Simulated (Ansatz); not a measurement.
For wurtzite ZnS (high-temperature phase), RPBE in Ansatz (plane waves, PAW) gives:

```
Item                                  Result
------------------------------  ------------
equilibrium lattice constant a       3.894 Å
lattice parameter c                  6.380 Å
cohesive energy                 2.55 eV/atom
```

Q: What does Hartree–Fock (Ansatz, an electronic-structure program, PAW) give for the same quantities?

A: 
- lattice constant a: 3.953 Å (grows by 1.5 %)
- lattice parameter c: 6.456 Å (grows by 1.2 %)
- cohesive energy: 2.10 eV/atom (decreases by 0.45 eV/atom)

For comparison: lattice constant a 3.823 Å (measured, temperature not stated, not corrected to a static lattice, our sources range from 3.811 to 3.823; as tabulated in Kisi, Elcombe, Acta Cryst. C 45, 1867 (1989), by the Crystallography Open …); lattice parameter c 6.261 Å (measured, temperature not stated, not corrected to a static lattice, our sources range from 6.234 to 6.261; as tabulated in Kisi, Elcombe, Acta Cryst. C 45, 1867 (1989), by the Crystallography Open …).

Changes are worked out from the printed values.

Unless a cell is named, each level is at its own relaxed cell (RPBE 20.95, Hartree–Fock 21.84 Å³/atom).

Ansatz's density-functional and Hartree–Fock values are scalar-relativistic unless marked +SOC, with PAW data made under PBE.
